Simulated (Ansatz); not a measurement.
Program: Ansatz. Geometries: PBE0-D4/def2-TZVP. ΔE: electronic, gas phase. CCSD(T)/CBS is the MP2 limit (def2-TZVPP, def2-QZVPP) plus CCSD(T) − MP2 in def2-TZVPP, frozen cores. This one scheme is used for every species. DFT in def2-TZVPP. Each species was taken in one conformer, which may not be the lowest.

Reaction (hydrogenolysis of a C–F bond): `NC1(F)CC1` + H₂ → `NC1CC1` + H–F

`NC1(F)CC1`:

Z-matrix (Å, degrees):
```
C
F 1 1.390
C 1 1.481 2 114.6
N 1 1.396 2 114.8 3 145.7
C 1 1.481 2 114.6 3 -68.7
H 3 1.082 1 117.7 2 146.3
H 3 1.082 1 116.9 2 0.8
H 4 1.012 1 112.0 2 61.8
H 4 1.012 1 112.0 2 -61.8
H 5 1.082 1 117.7 2 -146.3
H 5 1.082 1 116.9 2 -0.8
```

H₂:

Cartesian coordinates in Å:
```
H 0.313 -0.185 0.086
H -0.313 0.185 -0.086
```

`NC1CC1`:

Cartesian coordinates in Å:
```
N 0.032 -0.734 1.344
C -0.044 0.334 0.393
C 0.761 0.184 -0.858
C -0.731 0.039 -0.902
H -0.803 -0.772 1.916
H 0.824 -0.613 1.964
H -0.155 1.353 0.766
H 1.207 1.070 -1.293
H 1.348 -0.721 -0.945
H -1.314 0.824 -1.367
H -1.126 -0.963 -1.018
```

H–F:

Z-matrix (Å, degrees):
```
F
H 1 0.920
```

```tsv
level	ΔE (kcal/mol)
PBE0	-15.5
MP2/def2-QZVPP	-18.7
```

Question: What does CCSD(T)/CBS give? (Estimate.)

Answer: Ansatz gave: -17.5 kcal/mol. The listed levels differ from it by 2.0, -1.2 kcal/mol.

Largest T1 diagnostic among the species: 0.010.

From PBE to PBE0 (25 % exact exchange), in def2-TZVPP and without D4, ΔE moves by −1.8 kcal/mol.
